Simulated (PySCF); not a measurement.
## SiS: energy against distance

Set-up: Si def2-TZVP, S def2-TZVP; no relativity (PySCF 2.14). Energies in eV from Si + S in their ground configurations at the same level. All curves are PBE0. state 1: ¹Σ⁺ (singlet), closed shell; state 2: triplet, unpaired electrons π ↑↑, a mixture of terms (⟨Lz²⟩ = 2.0), a second solution, started from another occupation; state 3: ⁵Π (quintet), unpaired electrons σ ↑, π ↑↑↑, a second solution, started from another occupation.

| R (Å) | state 1 | state 2 | state 3 |
| --- | --- | --- | --- |
| 1.664 | -4.464 | 0.707 | 3.4687 |
| 1.742 | -5.431 | -0.785 | 1.9410 |
| 1.819 | -5.963 | -1.812 | 0.8792 |
| 1.877 | -6.149 | -2.352 | 0.3151 |
| 1.935 | -6.198 | -2.739 | -0.0960 |
| 1.993 | -6.140 | -3.003 | -0.3852 |
| 2.071 | -5.938 | -3.208 | -0.6255 |
| 2.167 | -5.549 | -3.291 | -0.7594 |
| 2.283 | -4.962 | -3.218 | -0.7661 |
| 2.438 | -4.090 | -2.949 | -0.6456 |

Q: Put a parabola through the three lowest points of the state 1 curve and estimate Re, k and ωe (reduced mass 14.92 u; 1 eV/Å² = 0.16022 mdyn/Å; ωe = 1302.8·√(k/μ) cm⁻¹).

A: Through R = 1.877, 1.935, 1.993 Å the second-order coefficient is 15.9 eV/Å², so Re ≈ 1.933 Å, k ≈ 5.10 mdyn/Å and ωe ≈ 761 cm⁻¹. A polynomial fit of higher order to the unrounded PBE0 energies gives Re = 1.930 Å, k = 5.17 mdyn/Å, ωe = 767 cm⁻¹; anharmonicity and rounding make the difference.

The higher-order fit for each curve: state 1: Re = 1.930 Å, ωe = 767 cm⁻¹, De = 6.20 eV; state 2: Re = 2.172 Å, ωe = 501 cm⁻¹, minimum 3.29 eV below the ground-state fragments; state 3: Re = 2.228 Å, ωe = 407 cm⁻¹, minimum 0.78 eV below the ground-state fragments.
